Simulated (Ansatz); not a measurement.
We consider rock-salt MgS, described by r²SCAN (plane waves, PAW; Ansatz, a program for electronic structure).

Settings: plane-wave cutoff 600 eV, 14×14×14 k mesh, finite displacements, scalar-relativistic PAW data made under PBE.

The cell has the measured lattice parameters. Conventional cell: a = 5.2033 Å, b = 5.2033 Å, c = 5.2033 Å, α = 90.00°, β = 90.00°, γ = 90.00°.

Harmonic phonon frequencies (cm⁻¹; i marks an imaginary mode; at Γ without the LO shift):

| q point | frequencies |
|---|---|
| Γ | 0 0 0 237 237 237 |
| X | 136 136 197 265 265 306 |
| L | 182 182 201 201 305 368 |

With the long-range field the LO mode at Γ lies at 407 cm⁻¹.

Measured, for comparison: zone-centre TO phonon frequency 240 cm⁻¹ (temperature not stated, not corrected to a static lattice; as tabulated in Chmeruk and Núñez-Valdez (2023), arXiv:2212.11645). Computed (rounded) less measured: zone-centre TO phonon frequency -1 %.

No imaginary mode appears at these points.

Note: the cell isn't this level's own, so it is under some stress, which shifts stiffness and frequencies.
